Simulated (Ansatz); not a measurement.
## Ansatz (development build ahead of 0.2.0) run

```yaml
crystal:
  periodic: [false, false, false]
  atoms:
    - { symbol: "N", position_ang: [0.55, 0.0, 3.3] }
    - { symbol: "N", position_ang: [-0.55, 0.0, 3.3] }
    - { symbol: "N", position_ang: [0.55, 0.0, 0.0] }
    - { symbol: "N", position_ang: [-0.55, 0.0, 0.0] }
basis:
  gaussian: { orbitals: cc-pVDZ }
hamiltonian:
  xc: hf
```

The input is written out in the form of the current development build from the run's settings.

Output:

| Quantity | Value |
| --- | --- |
| Converged | yes |
| Total energy | -217.90671 hartree |
| Spin squared of the determinant | 0.000 |
